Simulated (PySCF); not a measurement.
## A thermochemical cycle for SH

CCSD(T) in PySCF with def2-TZVPPD on every atom, for the lowest determinant that a PBE0 search found; no spin–orbit coupling. SH, a doublet (π ↑), has De = 3.69 eV to neutral atoms, and SH⁺, a triplet (π ↑↑), has De = 3.59 eV to H + S⁺.

At the same level the S atom ionises at 10.11 eV.

What is the adiabatic ionisation energy of the molecule, and does ionisation strengthen or weaken the bond?

IE = IE(S) + De(neutral) − De(ion) = 10.11 + 3.69 − 3.59 = 10.21 eV. De changes by -0.10 eV, so ionisation weakens the bond.

Correlated steps freeze 5 core orbitals. For an ion De counts to the pair picked by the measured ionisation energies or electron affinities, which need not be the lowest pair at this level. States were picked by a PBE0 search and need not be the measured ground states.
